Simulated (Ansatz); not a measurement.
**Si2+ (quartet): wave-function methods side by side at distance Si1–Si2 = 1.821 Å, cc-pVDZ**

How much of the correlation energy of Si2+ (quartet) does each wave-function method recover here?

Method: cc-pVDZ, core rule «outside noble gas», up to 10 orbitals frozen; program: Ansatz 0.2.0, Gaussian basis.

The runs, in order: UHF; CCSD(T) on ROHF; CCSD(T) on UHF; BCCD(T) on ROHF; CISD; CCSDT(Q) on ROHF; CCSDT(Q) on UHF; CISDTQ; CASSCF and MRCISD+Q, 5 electrons in 5 orbitals; CASSCF and NEVPT2, 5 electrons in 5 orbitals; CASSCF and MRCISD+Q, 7 electrons in 8 orbitals; CASSCF and NEVPT2, 7 electrons in 8 orbitals; Full CI.

22 further runs of the same task are left out: 17 that didn't finish, 5 set aside as unsound or not needed.

### Step 1. What is computed

The geometry derives from a PBE0/def2-TZVP stationary point (not a proven minimum). One bond is set to the value named and the two fragments are kept rigid.

2 atoms, charge 1, spin multiplicity 4.

Atoms are counted from 1 here; the program's logs count them from 0.

Bond lengths: Si1–Si2 1.821 Å.

### Step 2. UHF

Input file in.yaml:

```yaml
crystal:
  periodic: [false, false, false]
  atoms:
    - {symbol: Si, position_ang: [0.000000, 0.000000, 0.000000]}
    - {symbol: Si, position_ang: [0.000000, 0.000000, 1.821000]}
basis:
  gaussian: {orbitals: cc-pVDZ}
total_charge: 1
magnetization: {spin_polarized: true, initial_magnetization: 3}
hamiltonian: {xc: hf}
output: {orbitals: {seedname: orbitals}}
```

The run is started by

```console
> ansatz run in.yaml --threads 1 --pin off --events-out ev --progress --plain --max-ram 2393MiB
```

The runs that follow: CCSD(T) on ROHF; CCSD(T) on UHF; BCCD(T) on ROHF; CISD; CCSDT(Q) on ROHF; CCSDT(Q) on UHF; CISDTQ; CASSCF and MRCISD+Q, 5 electrons in 5 orbitals; CASSCF and NEVPT2, 5 electrons in 5 orbitals; CASSCF and MRCISD+Q, 7 electrons in 8 orbitals; CASSCF and NEVPT2, 7 electrons in 8 orbitals; Full CI.

Before running them: what should the planned runs give, taken together? Wanted: FCI below the RHF energy; RMP2 from FCI; UMP2 from FCI; RCCSD from FCI; RCCSD(T) from FCI; UCCSD(T) from FCI; RCCSDT(Q) from FCI; UCCSDT(Q) from FCI; NEVPT2 pair from FCI.

The runs gave:

```
                         quantity                                                                          value
         FCI below the RHF energy                                                                     -4.0132 eV
                    RMP2 from FCI                                                                   +94.2 kJ/mol
                    UMP2 from FCI                                                                   +96.7 kJ/mol
                   RCCSD from FCI                                                                   +21.5 kJ/mol
                RCCSD(T) from FCI                                                                    +5.0 kJ/mol
                UCCSD(T) from FCI                                                                    +5.0 kJ/mol
               RCCSDT(Q) from FCI                                                                    +0.2 kJ/mol
               UCCSDT(Q) from FCI                                                                    +0.2 kJ/mol
             NEVPT2 pair from FCI                                                                   +88.3 kJ/mol
           MRCISD+Q pair from FCI                                                                    +2.8 kJ/mol
          NEVPT2 valence from FCI                                                                   +55.5 kJ/mol
levels within 1 kcal/mol (43 meV)  RCCSDT, UCCSDT, CISDTQ, RCCSDT(Q), UCCSDT(Q), MRCISD+Q pair, MRCISD+Q valence
                    T1 diagnostic                                                                          0.017
   effectively unpaired electrons                                                                           3.09
```

In words: RCCSD(T) lands +5.0 kJ/mol from the yardstick (1.3 % of the correlation energy). MRCISD+Q valence falls below full CI: the +Q correction isn't variational, and the cores differ from full CI's. One determinant dominates. Of the multireference levels listed MRCISD+Q valence comes nearest in total energy (-2.0 kJ/mol), which doesn't show that its space is the better one. These misses are within one basis, not against nature; the frozen cores of restricted and unrestricted runs differ, which can shift their rows.
